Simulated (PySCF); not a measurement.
Simulated C 1s region for `CC(C)N`, binding energy against the vacuum level.

Every computed line was given a Gaussian of 0.4 eV full width at half maximum and an area set by the number of equivalent atoms; the highest printed point is 100. Level of theory: PySCF, delta-SCF UKS SCAN, pcX-2 on the ionised atom, pcseg-1 elsewhere, spin-free X2C.

(binding energy (eV), intensity): (289.8, 1), (289.9, 3), (290.0, 12), (290.1, 35), (290.2, 70), (290.3, 99), (290.4, 100), (290.5, 71), (290.6, 36), (290.7, 13), (290.8, 4), (290.9, 4), (291.0, 10), (291.1, 25), (291.2, 43), (291.3, 52), (291.4, 45), (291.5, 27), (291.6, 12), (291.7, 4), (291.8, 1), (291.9, 0)

**Question.** How many maxima does the curve show, and how many computed lines lie under it?

**Answer.** The curve has 2 maxima (at 290.3 and 291.3 eV). Under it lie 2 lines from 2 inequivalent carbon sites.

**Question.** Decompose the envelope and assign each component. Numbering: `[CH3:1][CH:2]([CH3:3])[NH2:4]`.

**Answer.** 
| position (eV) | relative area | line | atoms | environment |
| --- | --- | --- | --- | --- |
| 290.35 | 2 | C 1s | C1/C3 | methyl carbon |
| 291.31 | 1 | C 1s | C2 | sp3 carbon bound to nitrogen |

The listed C 1s values span 0.96 eV, from C1/C3 (bonded to C and 3 H) to C2 (bonded to N, 2 C and H). Summing the Pauling electronegativity differences to the bonded atoms, each weighted by its formal bond order, gives -1.05 for the lowest site and +0.14 for the highest.

No satellites, vibrations or lifetime broadening are included. The first atom of each set that the bonding makes equivalent was ionised and stands for the set. Isolated species at its GFN2-xTB geometry (one conformer only).

Shape of the structure used: `[CH3:1][CH:2]([CH3:3])[NH2:4]`: H–N4–C2–C1 -179°, H–N4–C2–C1 -60°.
